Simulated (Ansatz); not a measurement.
# NH₃Cl (doublet): from Hartree-Fock to the top rungs at distance N1–H4 along a hydrogen transfer = 1.012 Å, cc-pVDZ

The task here is to estimate one member of a computed series from the others.

Method: cc-pVDZ, core rule «outside noble gas», up to 6 orbitals frozen; program: Ansatz 0.2.0, Gaussian basis.

To be run: UHF; CCSD(T) on ROHF; CCSD(T) on UHF; BCCD(T) on ROHF; CISD; CCSDT(Q) on ROHF; CCSDT(Q) on UHF; CASSCF and MRCISD+Q, 3 electrons in 3 orbitals; CASSCF and NEVPT2, 3 electrons in 3 orbitals; CASSCF and NEVPT2, 15 electrons in 11 orbitals.

5 further runs of the same task are left out: 5 that didn't finish.

## What is computed

The geometry derives from fragments relaxed apart (PBE0/def2-TZVP) and kept rigid, so it is no stationary point. A hydrogen atom is moved between rigid fragments.

5 atoms, charge 0, spin multiplicity 2.

Atoms are counted from 1 here; the program's logs count them from 0.

Bond lengths: N1–H2 1.012 Å, N1–H3 1.012 Å, N1–H4 1.012 Å. Angles: H2–N1–H3 107.1°, H2–N1–H4 107.1°, H3–N1–H4 107.1°.

The first run:

in.yaml reads:

```yaml
crystal:
  periodic: [false, false, false]
  atoms:
    - {symbol: N, position_ang: [-1.812306, -0.010862, -0.016905]}
    - {symbol: H, position_ang: [-2.109585, 0.956972, -0.016905]}
    - {symbol: H, position_ang: [-2.109585, -0.413161, 0.863355]}
    - {symbol: H, position_ang: [-0.799845, -0.010861, -0.016905]}
    - {symbol: Cl, position_ang: [0.858694, -0.010861, -0.016905]}
basis:
  gaussian: {orbitals: cc-pVDZ}
magnetization: {spin_polarized: true, initial_magnetization: 1}
hamiltonian: {xc: hf}
output: {orbitals: {seedname: orbitals}}
```

The run is started by

```
ansatz run in.yaml --threads 1 --pin off --events-out ev --progress --plain --max-ram 2393MiB
```

Among the steps run: UHF; CCSD(T) on ROHF; CCSD(T) on UHF; BCCD(T) on ROHF; CISD; CCSDT(Q) on ROHF; CCSDT(Q) on UHF; CASSCF and MRCISD+Q, 3 electrons in 3 orbitals; CASSCF and NEVPT2, 3 electrons in 3 orbitals; CASSCF and NEVPT2, 15 electrons in 11 orbitals.

One of the session's tables, all rows but one given; the rest of the session is left out.

It belongs to the step «Misses and costs». 

```
        method  from UCCSDT(Q) (kJ/mol)
          ROHF                   +934.6
           UHF                   +917.9
          RMP2                   +104.9
          UMP2                   +106.1
          CISD                        ?
         RCCSD                    +21.4
         UCCSD                    +21.1
      RCCSD(T)                     +3.4
      UCCSD(T)                     +3.4
       BCCD(T)                     +3.3
        RCCSDT                     +1.7
        UCCSDT                     +1.7
     RCCSDT(Q)                     +0.1
     UCCSDT(Q)                        0
CASSCF valence                   +728.1
NEVPT2 valence                   +154.2
```

Estimate the missing values for CISD.

**Answer.** from UCCSDT(Q) (kJ/mol): +102.6. In the column «from UCCSDT(Q) (kJ/mol)» it lies between RCCSD (+21.4) and RMP2 (+104.9).

Left out of the table: CASSCF pair, NEVPT2 pair, MRCISD pair, MRCISD+Q pair (the active space lost an orbital or holds another state than full CI finds).

To keep in mind: Restricted and unrestricted rows rest on different reference determinants; where their highest levels disagree by more than a few hundredths of an eV, they describe different states and don't form one ladder. Warnings in the runs' records: passed over end.
